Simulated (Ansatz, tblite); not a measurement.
**The cluster BiTe2: rung by rung**

Aim: run the doublet of the cluster BiTe2 at one geometry on many levels, and compare frontier levels, spin and run time.

The runs use Ansatz 0.2.0, Gaussian basis; as each input shows.

Levels to be run: GFN1-xTB, GFN2-xTB, PBE-D4/def2-TZVP, r2SCAN-D4/def2-TZVP, PBE-QIDH/def2-TZVP, BLYP-D4/def2-TZVP, B3LYP-D4/def2-TZVP, r2SCANh-D4/def2-TZVP, B97M-V/def2-TZVP, PBE-D4/def2-SVP, PBE0-D4/def2-SVP, PBE0-D4/def2-TZVPD, PBE-D4/def2-TZVPD, r2SCAN-D4/def2-TZVPD, CCSD(T)/def2-SVP, MP2/def2-TZVP, RPA/def2-TZVP.

**1. The relaxed structure**

The doublet was relaxed beforehand with B3LYP-D4/def2-SVP. At that level it is the lowest of the isomers that a small search found.

3 atoms, charge 0, spin multiplicity 2.

Bond lengths: Bi1–Te2 2.871 Å, Bi1–Te3 2.871 Å, Te2–Te3 2.831 Å. Angles: Te2–Bi1–Te3 59.1°, Bi1–Te2–Te3 60.5°, Bi1–Te3–Te2 60.5°.

Bi, Te take a core potential in the def2 sets. No spin-orbit coupling is included.

PBE0-D4/def2-TZVP was run before; its log isn't repeated, and its numbers join the tables.

**2. GFN1-xTB**

Tight binding, by tblite at 300 K electronic temperature and without a spin-polarisation term:

```python
tblite.interface.Calculator('GFN1-xTB', numbers, positions, charge=0, uhf=1).singlepoint()
```

Energy -266.3883 eV; 0.002 s.

**3. GFN2-xTB**

Tight binding, by tblite at 300 K electronic temperature and without a spin-polarisation term:

```python
tblite.interface.Calculator('GFN2-xTB', numbers, positions, charge=0, uhf=1).singlepoint()
```

Energy -233.7904 eV; 0.003 s.

**4. PBE-D4/def2-TZVP**

start.molden holds the orbitals of an earlier run on this state, given as this run's starting guess.

The input, in.yaml:

```yaml
crystal:
  periodic: [false, false, false]
  atoms:
    - {symbol: Bi, position_ang: [0.948632, 0.364312, 1.318914]}
    - {symbol: Te, position_ang: [-1.244950, -1.061915, 0.137840]}
    - {symbol: Te, position_ang: [0.296317, 0.697604, -1.456754]}
basis:
  gaussian: {orbitals: def2-TZVP, initial_orbitals: start.molden}
magnetization: {spin_polarized: true, initial_magnetization: 1}
hamiltonian: {xc: pbe, dispersion: d4}
scf: {omitted_lower_state_checks: [starts]}
output: {forces: true, orbitals: {seedname: orbitals}}
```

Launch:

```sh
$ ansatz run in.yaml --threads 4 --pin off --events-out ev --progress --plain --max-ram 3916MiB
```

After this run come: r2SCAN-D4/def2-TZVP; PBE-QIDH/def2-TZVP; BLYP-D4/def2-TZVP; B3LYP-D4/def2-TZVP; r2SCANh-D4/def2-TZVP; B97M-V/def2-TZVP; PBE-D4/def2-SVP; PBE0-D4/def2-SVP; PBE0-D4/def2-TZVPD; PBE-D4/def2-TZVPD; r2SCAN-D4/def2-TZVPD; CCSD(T)/def2-SVP; MP2/def2-TZVP; RPA/def2-TZVP.

Q: Predict the results of all the runs planned. Wanted: gap in def2-TZVP, named functionals, smallest and largest; correlation energy, CCSD(T)/def2-SVP; correlation energy, MP2/def2-TZVP; binding an atom, CCSD(T)/def2-SVP; ⟨S²⟩ in def2-TZVP, named functionals, smallest and largest; PBE0 total energy, smallest basis above largest.

As calculated:

```
                                                  quantity                                 value
 gap in def2-TZVP, named functionals, smallest and largest  0.68 eV (BLYP-D4), 2.51 eV (PBE0-D4)
                      correlation energy, CCSD(T)/def2-SVP                              -9.75 eV
                         correlation energy, MP2/def2-TZVP                             -36.07 eV
                         binding an atom, CCSD(T)/def2-SVP                              1.247 eV
⟨S²⟩ in def2-TZVP, named functionals, smallest and largest                          0.752, 0.761
           PBE0 total energy, smallest basis above largest        0.82 eV (def2-SVP, def2-TZVPD)
```

What this shows: Over the named functionals in def2-TZVP the gap runs from 0.68 eV (BLYP-D4) to 2.51 eV (PBE0-D4); exact exchange widens it. The functionals in def2-TZVP miss CCSD(T)/def2-SVP by +0.390 (PBE-QIDH) to +0.702 eV (PBE-D4) an atom. The yardstick is in a double-zeta basis, so levels in larger sets aren't compared like for like. The reference is CCSD(T) in one finite basis, so it carries an error of its own, often a tenth of an eV or more, and near misses can't be ranked. Over the named functionals in def2-TZVP spin contamination reaches 0.01 (r2SCANh-D4), which is small.
